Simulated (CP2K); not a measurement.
**One shape, several levels: CH3AlO (SMILES O=[CH][AlH2])**

Wanted: a comparison of 3 runs (GFN2-xTB, PM6, GFN1-xTB) of CH3AlO. 

The calculation is run with CP2K 2026.2.

1 further run of the same task is left out (set aside as unsound or not needed).

## (1) The molecule

CH3AlO: 6 atoms, total charge 0, spin state singlet. SMILES: `O=[CH][AlH2]`. The shape comes from a force field and isn't a relaxed structure.

Bond lengths: O1–C2 1.266 Å, C2–Al3 1.968 Å, C2–H4 1.055 Å, Al3–H5 1.587 Å, Al3–H6 1.626 Å. Angles: O1–C2–Al3 121.4°, O1–C2–H4 119.4°, Al3–C2–H4 119.0°, C2–Al3–H5 120.6°, C2–Al3–H6 119.4°, H5–Al3–H6 119.9°.

## (2) Energy and forces at GFN2-xTB (run 1)

File gas.inp:

```
&GLOBAL
    PROJECT gas
    RUN_TYPE ENERGY_FORCE
    PRINT_LEVEL MEDIUM
&END
&FORCE_EVAL
    METHOD QUICKSTEP
    &DFT
        &QS
            METHOD XTB
            EPS_DEFAULT 1.0E-10
            &XTB
                GFN_TYPE TBLITE
                &TBLITE
                    METHOD GFN2
                &END
                CHECK_ATOMIC_CHARGES F
            &END
        &END
        &POISSON
            PERIODIC NONE
            POISSON_SOLVER ANALYTIC
        &END
        &SCF
            SCF_GUESS ATOMIC
            EPS_SCF 1.0E-06
            MAX_SCF 150
            ADDED_MOS 8
            &DIAGONALIZATION
                ALGORITHM STANDARD
            &END
            &MIXING
                METHOD DIRECT_P_MIXING
                ALPHA 0.4
            &END
        &END
        &PRINT
            &MOMENTS
                PERIODIC F
                REFERENCE COM
                MAX_MOMENT 1
            &END
            &MO ON
                ENERGIES T
                OCCUPATION_NUMBERS T
                NDIGITS 6
                &EACH
                    QS_SCF 0
                &END
                ADD_LAST NUMERIC
            &END
            &HIRSHFELD OFF
            &END
        &END
    &END
    &SUBSYS
        &CELL
            ABC 11.1 13.5 12.6
            PERIODIC NONE
        &END
        &COORD
            O      5.679050     5.021100     7.346750
            C      5.313950     5.697500     6.340750
            Al     5.490450     7.657700     6.304850
            H      5.000150     5.196900     5.467250
            H      5.115150     8.478900     4.999850
            H      6.099850     8.428400     7.600150
        &END
    &END
    &PRINT
        &FORCES ON
        &END
    &END
&END
```

Launch:

```sh
$ OMP_NUM_THREADS=1 cp2k.psmp -i gas.inp > gas.out 2>&1
```

Standard output:

```text
CP2K| version string:                                       CP2K version 2026.2
[...]
 GLOBAL| Method name                                                        CP2K
[...]
 GLOBAL| Run type                                                   ENERGY_FORCE
[...]
                             - Atoms:                                          6
[...]
                             - Spherical basis functions:                     20
[...]
 Number of electrons:                                                         16
[...]
  *** SCF run converged in    22 steps ***
[...]
  Fermi energy:                                                -0.35978079076224
[...]
 TB_DIPOLE| Moment [Debye]         -0.64750414       0.76796365      -1.64413883
 TB_DIPOLE| Derivative [a.u.]       0.00000000       0.00000000       0.00000000
[...]
 ENERGY| Total FORCE_EVAL ( QS ) energy [hartree]             -8.725544414286874
 FORCES| Atomic forces [hartree/bohr]
 FORCES|   Atom     x               y               z               |f|
 FORCES|      1 -1.73980517E-02  3.02903356E-02 -4.70011913E-02   5.85602990E-02
 FORCES|      2  2.58426419E-02 -2.16529418E-02  6.98489293E-02   7.75600732E-02
 FORCES|      3  7.66547338E-03  3.09959947E-02  1.12279708E-02   3.38463956E-02
 FORCES|      4 -1.16404366E-02 -2.66102470E-02 -2.80324752E-02   4.03661328E-02
 FORCES|      5  1.20326134E-03 -5.92115727E-03  5.31777387E-03   8.04901610E-03
 FORCES|      6 -5.67288839E-03 -7.10198421E-03 -1.13610075E-02   1.45496506E-02
 FORCES| Sum     2.51534904E-17 -1.23165367E-16 -4.33680869E-17
 FORCES| Total atomic force                                       1.32978181E-16
[...]
```

It took 0.91 s on 1 thread of Intel Xeon Platinum 8375C at 2.90GHz (Ice Lake), shared host; peak memory 0.19 GiB.

## (3) Energy and gradient at PM6 (run 2)

File molecule.xyz:

```xyz
6

O      0.236300    -1.736300     0.995800
C     -0.128800    -1.059900    -0.010200
Al     0.047700     0.900300    -0.046100
H     -0.442600    -1.560500    -0.883700
H     -0.327600     1.721500    -1.351100
H      0.657100     1.671000     1.249200
```

File molecule.inp:

```
&GLOBAL
  PROJECT molecule
  RUN_TYPE ENERGY_FORCE
  PRINT_LEVEL MEDIUM
&END

&FORCE_EVAL
  METHOD Quickstep
  &DFT
    CHARGE 0
    MULTIPLICITY 1
    &QS
      METHOD PM6
      EPS_DEFAULT 1.0E-10
      &SE
        &COULOMB
          CUTOFF [angstrom] 50
          RC_RANGE [angstrom] 0
        &END
        &EXCHANGE
          CUTOFF [angstrom] 50
          RC_RANGE [angstrom] 0
        &END
      &END
    &END
    &POISSON
      PERIODIC NONE
      POISSON_SOLVER ANALYTIC
    &END
    &SCF
      SCF_GUESS ATOMIC
      EPS_SCF 1.0E-07
      MAX_SCF 80
      ADDED_MOS 8
      MAX_DIIS 2
      &DIAGONALIZATION
        ALGORITHM STANDARD
      &END
      &MIXING
        METHOD DIRECT_P_MIXING
        ALPHA 0.4
      &END
      &SMEAR ON
        METHOD FERMI_DIRAC
        ELECTRONIC_TEMPERATURE [K] 300
      &END
    &END
    &PRINT
      &MOMENTS
        PERIODIC F
        REFERENCE COM
        MAX_MOMENT 1
      &END
      &MO ON
        ENERGIES T
        OCCUPATION_NUMBERS T
        NDIGITS 6
        &EACH
          QS_SCF 0
        &END
        ADD_LAST NUMERIC
      &END
      &HIRSHFELD OFF
      &END
    &END
  &END
  &SUBSYS
    &CELL
      ABC [angstrom] 13.1 15.5 14.6
      PERIODIC NONE
    &END
    &TOPOLOGY
      COORD_FILE_NAME molecule.xyz
      COORD_FILE_FORMAT XYZ
      &CENTER_COORDINATES
      &END
    &END
  &END
  &PRINT
    &FORCES ON
    &END
  &END
&END
```

Launch:

```sh
$ OMP_NUM_THREADS=1 cp2k.psmp molecule.inp > molecule.out
```

Standard output:

```text
CP2K| version string:                                       CP2K version 2026.2
[...]
 GLOBAL| Method name                                                        CP2K
[...]
 GLOBAL| Run type                                                   ENERGY_FORCE
[...]
                             - Atoms:                                          6
[...]
                             - Spherical basis functions:                     20
[...]
 Number of electrons:                                                         16
[...]
     1 P_Mix/Diag. 0.40E+00    0.0     0.68998525       -14.6517554125 -1.47E+01
[...]
    19 DIIS/Diag.  0.52E-07    0.0     0.00000009       -18.4656541268 -1.95E-13
  *** SCF run converged in    19 steps ***
  Core-core repulsion energy [eV]:                            597.61777792915382
  Core Hamiltonian energy [eV]:                              -821.24014538951121
  Two-electron integral energy [eV]:                         -557.70727029176282
  Electronic energy [eV]:                                   -1100.09378053539263
  Electronic entropic energy:                                  -0.00000000000000
  Fermi energy:                                                -0.05469547314735
  Total energy [eV]:                                         -502.47600260623881
  Atomic reference energy [eV]:                               504.34999217920443
  Heat of formation [kcal/mol]:                                43.21522960778743
[...]
 SE_DIPOLE| Moment [Debye]          0.82041039      -2.02710844       2.33027257
 SE_DIPOLE| Derivative [a.u.]       0.00000000       0.00000000       0.00000000
 ENERGY| Total FORCE_EVAL ( QS ) energy [hartree]            -18.465654126780947
 FORCES| Atomic forces [hartree/bohr]
 FORCES|   Atom     x               y               z               |f|
 FORCES|      1 -2.38377541E-02  5.04907738E-02 -5.98515627E-02   8.18521002E-02
 FORCES|      2  3.18541947E-02 -3.93145773E-02  6.89868509E-02   8.55541425E-02
 FORCES|      3  1.09209924E-02  2.09902965E-02  2.00049954E-02   3.09848425E-02
 FORCES|      4 -9.40692483E-03 -9.90824303E-03 -1.62869700E-02   2.12586196E-02
 FORCES|      5  5.74525045E-04 -8.61890619E-03  6.43957177E-03   1.07742149E-02
 FORCES|      6 -1.01050333E-02 -1.36393438E-02 -1.92928853E-02   2.56974478E-02
 FORCES| Sum    -4.51028104E-17  2.22044605E-16  4.02455846E-16
 FORCES| Total atomic force                                       4.61853633E-16
[...]
```

It took 0.93 s on 1 thread of Intel Xeon Platinum 8375C at 2.90GHz (Ice Lake), shared host; peak memory 0.19 GiB.

## (4) The energy at GFN1-xTB (run 3)

molecule.xyz is that of step 3.

File molecule.inp:

```
&GLOBAL
  PROJECT molecule
  RUN_TYPE ENERGY
  PRINT_LEVEL MEDIUM
&END GLOBAL

&FORCE_EVAL
  METHOD Quickstep
  &DFT
    CHARGE 0
    MULTIPLICITY 1
    ! Quickstep
    &QS
      METHOD XTB
      EPS_DEFAULT 1.0E-10
      &XTB
        GFN_TYPE TBLITE
        &TBLITE
          METHOD GFN1
        &END TBLITE
        CHECK_ATOMIC_CHARGES F
      &END XTB
    &END QS
    &POISSON
      PERIODIC NONE
      POISSON_SOLVER ANALYTIC
    &END POISSON
    ! SCF settings
    &SCF
      SCF_GUESS ATOMIC
      EPS_SCF 1.0E-06
      MAX_SCF 89
      ADDED_MOS 2
      &DIAGONALIZATION
        ALGORITHM STANDARD
      &END DIAGONALIZATION
      &MIXING
        METHOD PULAY_MIXING
        ALPHA 0.4
      &END MIXING
      &SMEAR ON
        METHOD FERMI_DIRAC
        ELECTRONIC_TEMPERATURE [K] 300
      &END SMEAR
    &END SCF
    ! extra output
    &PRINT
      &MOMENTS
        PERIODIC F
        REFERENCE COM
        MAX_MOMENT 1
      &END MOMENTS
      &MO ON
        ENERGIES T
        OCCUPATION_NUMBERS T
        NDIGITS 6
        &EACH
          QS_SCF 0
        &END EACH
        ADD_LAST NUMERIC
      &END MO
      &HIRSHFELD OFF
      &END HIRSHFELD
    &END PRINT
  &END DFT
  ! structure
  &SUBSYS
    ! box in angstrom
    &CELL
      ABC [angstrom] 9.1 11.5 10.6
      PERIODIC NONE
    &END CELL
    &TOPOLOGY
      COORD_FILE_NAME molecule.xyz
      COORD_FILE_FORMAT XYZ
      &CENTER_COORDINATES
      &END CENTER_COORDINATES
    &END TOPOLOGY
  &END SUBSYS
&END FORCE_EVAL
```

Launch:

```sh
$ OMP_NUM_THREADS=1 cp2k.psmp molecule.inp > molecule.out
```

Standard output:

```text
CP2K| version string:                                       CP2K version 2026.2
[...]
 GLOBAL| Method name                                                        CP2K
[...]
 GLOBAL| Run type                                                         ENERGY
[...]
                             - Atoms:                                          6
[...]
                             - Spherical basis functions:                     23
[...]
 Number of electrons:                                                         16
[...]
  *** SCF run converged in    14 steps ***
[...]
  Fermi energy:                                                -0.36602013534486
[...]
 TB_DIPOLE| Moment [Debye]         -0.81938500       1.49005529      -2.15887639
 TB_DIPOLE| Derivative [a.u.]       0.00000000       0.00000000       0.00000000
[...]
 ENERGY| Total FORCE_EVAL ( QS ) energy [hartree]             -9.639378088963515
[...]
```

Run time: 0.87 s. Hardware: 1 thread of Intel Xeon Platinum 8375C at 2.90GHz (Ice Lake), shared host; peak memory 0.19 GiB.

## (5) Overview of the runs

```tsv
run	level	SCF convergence threshold	iteration cap	energy (Eh)	dipole moment (D)	HOMO energy (eV)	LUMO energy (eV)	wall time
1	GFN2-xTB	1e-06	150	-8.725544	1.93	-10.64	-8.95	0.91 s
2	PM6	1e-07	80	-18.465654	3.20	-9.20	-0.59	0.93 s
3	GFN1-xTB	1e-06	89	-9.639378	2.75	-11.31	-9.06	0.87 s
```

## (6) Results

| quantity | value |
| --- | --- |
| run 3: total energy | -9.63938 Eh |
| run 3: dipole moment (from atomic charges alone) | 2.75 D |
| run 3: HOMO energy | -11.31 eV |
| run 3: LUMO energy | -9.06 eV |
| run 3: HOMO–LUMO gap | 2.24 eV |

What this shows: The dipole moment (its size) runs from 1.93 D (GFN2-xTB) to 3.20 D (PM6). Some of these are taken from atomic charges alone. The HOMO–LUMO gap runs from 1.69 eV (GFN2-xTB) to 8.60 eV (PM6). Force-field and semi-empirical energies have zeros of their own, so their totals don't compare. All runs together took 2.7 s, the longest 0.93 s.
